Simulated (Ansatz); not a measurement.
The same path of CH₅OS (8 atoms, charge 1, multiplicity 1) was run twice with different band settings. The coordinate that changes most is the dihedral H5–C1–S2–O3.

All numbers below come from RKS PBE0-D4/6-31G (Ansatz 0.2.0).

Relaxed end points:

```xyz
8
Properties=species:S:1:pos:R:3
C -0.835 0.695 0.005
S 0.803 -0.005 0.583
O 0.747 -1.519 -0.322
H -1.605 0.211 0.605
H -0.940 0.464 -1.055
H -0.808 1.771 0.194
H 1.655 0.652 -0.285
H 0.984 -2.269 0.275
```

```xyz
8
Properties=species:S:1:pos:R:3
C -0.786 0.752 -0.013
S 0.968 0.123 0.176
O 0.602 -1.603 0.180
H -1.301 0.090 -0.711
H -0.722 1.777 -0.386
H -1.232 0.722 0.980
H 1.379 0.183 -1.143
H 1.091 -2.044 0.917
```

Common settings: movable images 9; climbing image yes; spring 5.0 eV/Å²; start path through a guess of the saddle point; force threshold 0.03 eV/Å; iteration limit 60; end points relaxed.

| run | optimiser |
| --- | --- |
| 1 | quadratic models (default) |
| 2 | lbfgs |

(1) What does each run give, and how far can it be trusted?

Answers

(1) Run 1: converged after 6 iterations, highest image 0.061 eV above the first end. A vibrational analysis at the climbing image gives one clearly imaginary mode, 157i cm⁻¹: a first-order saddle point.
Run 2: converged after 25 iterations, highest image 0.061 eV above the first end. Another band between the same ends (9 images) ends at a top of the same energy, where a vibrational analysis finds 1 clearly imaginary mode.
Limits of this set-up: no polarisation functions, the dipole of an ion depends on the origin.
